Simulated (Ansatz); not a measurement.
Two shapes of doublet CH3.

Shape 1:

```xyz
4

C    -0.0331   -0.0197    0.0319
H     1.0791    0.0023   -0.0487
H    -0.5446    0.9942    0.0021
H    -0.5378   -0.9206    0.0434
```

Shape 2:

```xyz
4

C    -0.1266   -0.0391    0.0023
H     1.1025    0.0917   -0.0868
H    -0.5396    0.9843    0.1014
H    -0.5222   -0.9216   -0.0553
```

Basis set: aug-cc-pVDZ (spherical functions). Left uncorrelated: 1 orbital. Charge 0, multiplicity 2.

Computed with Ansatz (development build ahead of 0.2.0); each method stands on the lowest determinant of its kind that the runs found.

Task: Which shape is lower in energy, and by how much in each method?

Result:

```
 method  E(2) − E(1) (eV)
    UHF             0.654
UHF-MP2             0.644
```

Shape 1 is lower.
